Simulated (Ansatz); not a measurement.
C₂H₆O, singlet: reading a ladder of total energies

Geometry: MP2(full)/6-31G*, from the G2/97 set.

```json
{"atom": "C", "x (Å)": "0.0000", "y (Å)": "1.1657", "z (Å)": "-0.2516"}
{"atom": "O", "x (Å)": "0.0000", "y (Å)": "0.0000", "z (Å)": "0.5485"}
{"atom": "C", "x (Å)": "0.0000", "y (Å)": "-1.1657", "z (Å)": "-0.2516"}
{"atom": "H", "x (Å)": "0.0000", "y (Å)": "2.0178", "z (Å)": "0.4286"}
{"atom": "H", "x (Å)": "0.8918", "y (Å)": "1.2143", "z (Å)": "-0.8921"}
{"atom": "H", "x (Å)": "-0.8918", "y (Å)": "1.2143", "z (Å)": "-0.8921"}
{"atom": "H", "x (Å)": "0.0000", "y (Å)": "-2.0178", "z (Å)": "0.4286"}
{"atom": "H", "x (Å)": "-0.8918", "y (Å)": "-1.2143", "z (Å)": "-0.8921"}
{"atom": "H", "x (Å)": "0.8918", "y (Å)": "-1.2143", "z (Å)": "-0.8921"}
```

Basis 6-31G* (Cartesian d functions); Ansatz 0.2.0. Only valence electrons are correlated (noble-gas cores frozen), which leaves 20 electrons in 54 orbitals. R marks a restricted (for open shells ROHF) determinant.

Full CI isn't at hand for all of this; RCCSDT(Q) serves as the reference, and is uncertain by about the last step of the cluster series.

Runs differ by some tens of microhartree through their thresholds, so steps under 0.03 kcal/mol mean nothing.

```tsv
level	total energy (hartree)
RHF	-154.063366
RMP2	-154.503445
RCCSD	-154.537420
RCCSD(T)	-154.548963
RCCSDT	-154.549648
RCCSDT(Q)	-154.550487
```

Problem. What is the correlation energy at RCCSDT(Q), and what share of it do RMP2 and RCCSD(T) recover?

Solution. E(corr) = -154.550487 − (-154.063366) = -0.487121 hartree = -13.255 eV. RMP2: -0.440079 / -0.487121 = 90.34 %. RCCSD(T): -0.485597 / -0.487121 = 99.69 %.

Problem. By how many kcal/mol does RCCSD(T) miss RCCSDT(Q) (1 hartree = 627.509 kcal/mol), and which steps make up the rest?

Solution. -154.548963 − (-154.550487) = 0.001524 hartree = 0.96 kcal/mol. Steps: RCCSDT − RCCSD(T) = -0.43, RCCSDT(Q) − RCCSDT = -0.53 kcal/mol. Differences between like states or geometries often cancel part of this.
